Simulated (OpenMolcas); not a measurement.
## Setting up SiHF (SMILES F[SiH]) in OpenMolcas

SiHF: 3 atoms, total charge 0, spin state singlet. SMILES: `F[SiH]`. The coordinates come from a PBE0-D4/def2-TZVP relaxation.

| atom | x (Å) | y (Å) | z (Å) |
| --- | --- | --- | --- |
| F | -1.0902 | 0.0244 | -0.6023 |
| Si | 0.1868 | 0.6294 | 0.1738 |
| H | 0.8924 | -0.7186 | 0.4153 |

Settings wanted:

- method: DFT
- reference: RKS
- integral approximation: none
- basis set: def2-TZVPPD
- task: gradient
- functional: BHLYP
- dispersion: none
- nucleus: point
- integration grid: UltraFine
- SCF convergence threshold: 1e-10

Q: Write the OpenMolcas 26.06 input and the command.

A: One that was run (others would do as well):

struct.xyz:
```
3

F     -1.090200     0.024400    -0.602300
Si     0.186800     0.629400     0.173800
H      0.892400    -0.718600     0.415300
```

mol.inp:
```
* FHSi Kohn-Sham DFT
>>> EXPORT MOLCAS_PRINT=2
&gateway
baslib
$CurrDir
coord
struct.xyz
basis
def2-TZVPPD
group
NoSym
&seward
gridinput
Grid=UltraFine
End of Grid
&scf
ksdft
HYB_GGA_XC_BHANDHLYP
thresholds
1e-10 1e-07 1e-07 1e-05
prorbitals
0
&alaska
```

```bash
$ export MOLCAS_MEM=1860
$ pymolcas mol.inp > mol.log
```

(Basis files named in the input come from the Basis Set Exchange and aren't shown.)

Calculated total energy: -389.95288 Eh, largest force 0.462 eV/Å.
